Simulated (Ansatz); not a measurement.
Ansatz (a first-principles code) input (MP2/6-31G*):

Ansatz 0.2 input:
```yaml
crystal:
  periodic: [false, false, false]
  atoms:
    - {symbol: C, position_ang: [-0.90662125, 0.03356361, 0.01032845]}
    - {symbol: O, position_ang: [-0.65976389, -1.22345915, 0.01905495]}
    - {symbol: O, position_ang: [0.01796517, 0.87372362, -0.00828984]}
    - {symbol: H, position_ang: [-1.92429970, 0.42273406, 0.01867193]}
    - {symbol: C, position_ang: [1.44997031, 0.46407951, -0.02130595]}
    - {symbol: H, position_ang: [1.98517887, 1.40495353, -0.03628633]}
    - {symbol: H, position_ang: [1.64490934, -0.10607014, 0.88265114]}
    - {symbol: H, position_ang: [1.62376902, -0.12272839, -0.91889202]}
    - {symbol: H, position_ang: [-1.45526222, -1.78686349, 0.03359938]}
basis:
  gaussian:
    orbitals: 6-31G*
total_charge: 1
magnetization: {spin_polarized: false}
correlation: {method: mp2, electrons: outside_noble_gas}
relax: {f_tol: 0.003, max_steps: 120}
```

From the last part of the output:

```
the calculation of the forces begins
relax step   2: F+E_penalty+E_count = -6223.22992939 eV  Δ(F+E_penalty+E_count) = -1.011e-2 eV  max|allowed force component| = 2.586e-1 eV/Å  Δτ_max = 0.0115 Å  (40 SCF iters, accepted)
these checks for a lower state are left out or cut short: starts, cluster_reference, orbital_swaps, neighbouring_geometries, increment
integrals: 0.02 GiB planned
772 factors; integrals over basis functions are off by at most 4.2e-4 eV
mean field: 0.13 GiB planned
mean field evaluation 32: about -6206.9263 eV, gradient 1.6e-6 eV
mean field -6206.92629250 eV, -228.1003340435 hartree, gradient 1.6e-6 eV, S^2 0.000000; 0 other end points of the search recorded, 0 dependent functions left out
4 core orbitals not correlated
reference -6206.92629250 eV, -228.1003340435 hartree; 12, 12 occupied and 54, 54 virtual orbitals, 772 factors
densities: 0.11 GiB planned
second order -16.30553373 eV of doubles, -0.00000000 eV of singles
the calculation of the forces begins
relax step   3: F+E_penalty+E_count = -6223.23182622 eV  Δ(F+E_penalty+E_count) = -1.897e-3 eV  max|allowed force component| = 3.500e-2 eV/Å  Δτ_max = 0.0101 Å  (40 SCF iters, accepted)
these checks for a lower state are left out or cut short: starts, cluster_reference, orbital_swaps, neighbouring_geometries, increment
integrals: 0.02 GiB planned
772 factors; integrals over basis functions are off by at most 4.2e-4 eV
mean field: 0.13 GiB planned
mean field -6206.92500642 eV, -228.1002867809 hartree, gradient 1.6e-6 eV, S^2 0.000000; 0 other end points of the search recorded, 0 dependent functions left out
4 core orbitals not correlated
reference -6206.92500642 eV, -228.1002867809 hartree; 12, 12 occupied and 54, 54 virtual orbitals, 772 factors
densities: 0.11 GiB planned
second order -16.30695020 eV of doubles, -0.00000000 eV of singles
the calculation of the forces begins
relax step   4: F+E_penalty+E_count = -6223.23195661 eV  Δ(F+E_penalty+E_count) = -1.304e-4 eV  max|allowed force component| = 2.238e-2 eV/Å  Δτ_max = 0.0040 Å  (41 SCF iters, accepted)
these checks for a lower state are left out or cut short: starts, cluster_reference, orbital_swaps, neighbouring_geometries, increment
integrals: 0.02 GiB planned
772 factors; integrals over basis functions are off by at most 4.2e-4 eV
mean field: 0.13 GiB planned
mean field -6206.92552865 eV, -228.1003059727 hartree, gradient 1.6e-6 eV, S^2 0.000000; 0 other end points of the search recorded, 0 dependent functions left out
4 core orbitals not correlated
reference -6206.92552865 eV, -228.1003059727 hartree; 12, 12 occupied and 54, 54 virtual orbitals, 772 factors
densities: 0.11 GiB planned
second order -16.30644361 eV of doubles, -0.00000000 eV of singles
the calculation of the forces begins
relax step   5: F+E_penalty+E_count = -6223.23197226 eV  Δ(F+E_penalty+E_count) = -1.565e-5 eV  max|allowed force component| = 5.354e-3 eV/Å  Δτ_max = 0.0013 Å  (32 SCF iters, accepted)
these checks for a lower state are left out or cut short: starts, cluster_reference, orbital_swaps, neighbouring_geometries, increment
integrals: 0.02 GiB planned
772 factors; integrals over basis functions are off by at most 4.2e-4 eV
mean field: 0.13 GiB planned
mean field -6206.92550432 eV, -228.1003050786 hartree, gradient 7.3e-6 eV, S^2 0.000000; 0 other end points of the search recorded, 0 dependent functions left out
4 core orbitals not correlated
reference -6206.92550432 eV, -228.1003050786 hartree; 12, 12 occupied and 54, 54 virtual orbitals, 772 factors
densities: 0.11 GiB planned
second order -16.30646836 eV of doubles, -0.00000000 eV of singles
the calculation of the forces begins
relax step   6: F+E_penalty+E_count = -6223.23197268 eV  Δ(F+E_penalty+E_count) = -4.138e-7 eV  max|allowed force component| = 2.716e-3 eV/Å  Δτ_max = 0.0002 Å  (26 SCF iters, accepted)
these checks for a lower state are left out or cut short: cluster_reference
integrals: 0.02 GiB planned
772 factors; integrals over basis functions are off by at most 4.2e-4 eV
mean field: 0.13 GiB planned
mean field evaluation 64: about -6202.8170 eV, gradient 4.7e1 eV
mean field -6206.92550432 eV, -228.1003050786 hartree, gradient 7.3e-6 eV, S^2 0.000000; 1 other end points of the search recorded, 0 dependent functions left out
4 core orbitals not correlated
reference -6206.92550432 eV, -228.1003050786 hartree; 12, 12 occupied and 54, 54 virtual orbitals, 772 factors
densities: 0.11 GiB planned
second order -16.30646836 eV of doubles, -0.00000000 eV of singles
the calculation of the forces begins
Total energy: -6223.23197268 eV, -228.6995567377 hartree
Atom 0 at    -0.907865     0.040152     0.010282 Å, force    -0.002716    -0.000345     0.000035 eV/Å
Atom 1 at    -0.637943    -1.221809     0.018784 Å, force     0.001084     0.000753    -0.000020 eV/Å
Atom 2 at     0.017142     0.896266    -0.008489 Å, force     0.001040    -0.001052    -0.000002 eV/Å
Atom 3 at    -1.928666     0.422256     0.018728 Å, force     0.000071     0.000144    -0.000002 eV/Å
Atom 4 at     1.447004     0.459478    -0.021229 Å, force     0.000652     0.000129    -0.000009 eV/Å
Atom 5 at     1.991473     1.397109    -0.036288 Å, force    -0.000074    -0.000086     0.000002 eV/Å
Atom 6 at     1.628528    -0.112797     0.885902 Å, force    -0.000028     0.000137    -0.000012 eV/Å
Atom 7 at     1.607318    -0.129510    -0.921633 Å, force    -0.000027     0.000137     0.000010 eV/Å
Atom 8 at    -1.441145    -1.791211     0.033474 Å, force    -0.000002     0.000183    -0.000002 eV/Å
Dipole moment:    -0.482720    -0.305754     0.008492 e Å
Checks for a lower state left out: cluster_reference
```

The dipole moment of an ion depends on the origin.
